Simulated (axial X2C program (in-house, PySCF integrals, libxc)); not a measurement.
# Linear POH⁻ at several levels

The task here is to estimate one member of a computed series from the others.

Computed with an in-house X2C program for linear molecules on PySCF integrals. Level: all-electron X2C, two-component (2c) or spin-free, P dyall-v3z, O dyall-av3z, H dyall-v3z.

All values are calculated.

2 further runs of the same task are left out: 2 set aside as unsound or not needed.

Set-up of the first run:

File task.json:

```json
{"zs": [15, 8, 1], "q": -1, "bas": ["dyall-v3z", "dyall-av3z", "dyall-v3z"], "r0": [1.74, 0.96], "symm": 0, "scan": ["PBE0", "HF", "BHandHLYP"], "levels": ["PBE0", "HF", "B3LYP"], "nst": 2}
```

Keys: zs atomic numbers; q charge; bas basis sets; r0 starting distance in Å; symm equal bonds; scan levels of the two-bond scan (MP2 follows by itself at each HF point); levels methods; nst determinants followed.

The run is started by

```
> python solin.py task.json out
```

Masses P 30.974, O 15.995, H 1.008 u.

Among the steps run: Scan at PBE0, 2c; Scan at HF, 2c; Scan at BHandHLYP, 2c.

One table of the session follows, with a row left open; its other results are not shown here.

| level | r(P–O) (Å) | r(O–H) (Å) | lower stretch (cm⁻¹) | upper stretch (cm⁻¹) |
| --- | --- | --- | --- | --- |
| PBE0, 2c | 1.717 | 0.942 | 678.6 | 4139.6 |
| HF, 2c | ? | ? | ? | ? |
| BHandHLYP, 2c | 1.715 | 0.934 | 670.8 | 4231.5 |
| MP2, 2c | 1.741 | 0.946 | 647.5 | 4098.9 |
| PBE0, spin-free | 1.717 | 0.942 | 679.0 | 4140.0 |
| HF, spin-free | 1.709 | 0.926 | 671.8 | 4374.0 |
| BHandHLYP, spin-free | 1.715 | 0.934 | 671.2 | 4231.7 |
| MP2, spin-free | 1.740 | 0.946 | 646.6 | 4097.8 |

**Question.** Estimate the row for HF, 2c.

**Answer.** r(P–O) (Å): 1.709; r(O–H) (Å): 0.926; lower stretch (cm⁻¹): 671.3; upper stretch (cm⁻¹): 4373.4.

Scans not shown above were run alike.

What this shows: Over the levels the P–O bond spans 1.709 to 1.741 Å and the O–H bond 0.926 to 0.946 Å. At PBE0 spin–orbit coupling leaves both bonds unchanged to 0.001 Å. Each state is one determinant, the lowest of a limited PBE0 search; the stretches come from a fit to few points and are good to some per cent at best. MP2 freezes inner shells (threshold -2 hartree). For an anion the highest level of a functional can be positive, and the basis then holds the extra electron. The molecule was held linear; bending was not examined, so a bent shape may lie lower. Note: functional without a current term on a determinant with orbital currents, of the molecule or an atom.
